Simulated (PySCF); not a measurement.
nitrous oxide (N₂O), SMILES N#[N+][O-]. Geometry: PBE-D3(BJ)/def2-TZVP.

Computed equilibrium geometry at PBE-D3(BJ)/def2-TZVP (PySCF confirms it by a frequency run) as Cartesian coordinates in Å, and its point group:
point group C∞v.
```xyz
3

N      0.0000     0.0000    -1.2080
N      0.0000     0.0000    -0.0703
O      0.0000     0.0000     1.1185
```
Charge 0, spin multiplicity 1.
